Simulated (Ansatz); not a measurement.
hcp Re was calculated with PBE-D3(BJ) (Ansatz, an electronic-structure program, plane waves, PAW).

Numerical settings: plane-wave cutoff 520 eV, 24×24×12 k mesh (along the axes of the cell as run), Fermi–Dirac smearing 0.05 eV, no spin polarisation, scalar-relativistic PAW data made under PBE.

Energies at three volumes about the minimum:

```csv
V (Å³/atom),E − E_lowest (meV/atom)
14.368,7.26
14.661,0.00
14.954,6.75
```

Q: Fit a parabola by hand: where is the minimum, and what is the bulk modulus?

A: Slopes: (0.00 − 7.26)/(14.661 − 14.368) = -24.778 and (6.75 − 0.00)/(14.954 − 14.661) = 23.038 meV/Å³. Curvature E″ = 2 × (23.038 − (-24.778))/(14.954 − 14.368) = 163.195 meV/Å⁶. From the middle of the first interval, the slope vanishes at V0 = 14.5145 − (-24.778)/163.195 = 14.666 Å³/atom. B = V0 E″ = 14.666 × 163.195 meV/Å³ × 0.1602 GPa per meV/Å³ = 383 GPa. The full Birch–Murnaghan fit to all volumes gives V0 = 14.661 Å³/atom and B0 = 382 GPa.

Shape and atoms are relaxed at each volume.

Measured, for comparison: bulk modulus 369 GPa (zero-point energy and finite temperature contributions removed, our sources range from 369 to 381; as tabulated in doi:10.1021/acs.jctc.3c00612). Computed (rounded) less measured: bulk modulus +4 % (+0.3 % to +4 % over the range).

Note: the bulk modulus comes from volumes at which shape and atoms were relaxed.
